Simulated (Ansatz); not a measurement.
# [H···H···S], triplet along the distance H1-H2

Starting geometry:

```xyz
3

H     0.0000    0.0000   -1.1643
H     0.0000    0.0000   -0.4193
S     0.0000    0.0000    1.5837
```

From there H2 is moved from one fragment to the other while all else, the fragments' distance too, stays fixed, so the hump isn't the reaction's barrier; atoms are numbered as listed. Energies are in kJ/mol, counted from the starting geometry at the same level.

Basis cc-pVTZ; Ansatz 0.2.0. Only valence electrons are correlated (noble-gas cores frozen). Prefix R: restricted or restricted open-shell reference; prefix U: unrestricted. Active spaces: valence = (8e, 6o) chosen from the atoms' valence shells.

Runs in a small pair space aren't shown, since their orbitals change along the scan.

Full CI isn't at hand for all of this; UCCSDT(Q) serves as the reference, and is uncertain by about the last step of the cluster series. The frozen core follows each run's orbitals, which can shift R against U totals by a few meV.

| distance H1-H2 (Å) | UCCSDT(Q) | error UHF | error UCCSD | error UCCSD(T) | error UCCSDT | error CASSCF (valence space) | error MRCISD+Q (valence space) |
| --- | --- | --- | --- | --- | --- | --- | --- |
| 0.693 | 2.9 | -3.5 | -0.4 | -0.1 | 0.0 | 0.0 | -0.2 |
| 0.745 | 0.0 | 0.0 | 0.0 | 0.0 | 0.0 | 0.0 | 0.0 |
| 0.834 | 13.8 | 6.9 | 0.9 | 0.2 | 0.0 | 0.7 | 0.3 |
| 0.923 | 39.3 | 14.2 | 2.2 | 0.4 | 0.1 | 2.1 | 0.6 |
| 1.012 | 65.5 | 19.5 | 3.8 | 0.7 | 0.2 | 3.9 | 0.8 |
| 1.101 | 84.0 | 20.0 | 5.2 | 0.9 | 0.3 | 4.8 | 1.0 |
| 1.190 | 90.8 | 15.6 | 5.6 | 0.9 | 0.4 | 3.9 | 1.1 |
| 1.279 | 88.6 | 8.1 | 4.9 | 0.6 | 0.3 | 1.4 | 1.0 |
| 1.368 | 85.7 | 0.0 | 3.9 | 0.4 | 0.2 | -1.5 | 0.7 |

Errors are those of relative energies. In total energy the starting point itself misses UCCSDT(Q) by: UHF 500.8, UCCSD 16.6, UCCSD(T) 2.6, UCCSDT 0.4, CASSCF (valence space) 466.6, MRCISD+Q (valence space) 4.2 kJ/mol.

Spread of the error over the points with a reference, to 1.368 Å (largest less smallest): UCCSDT 0.4, UCCSD(T) 1.0, MRCISD+Q (valence space) 1.3, UCCSD 6.0, CASSCF (valence space) 6.2, UHF 23.5 kJ/mol.
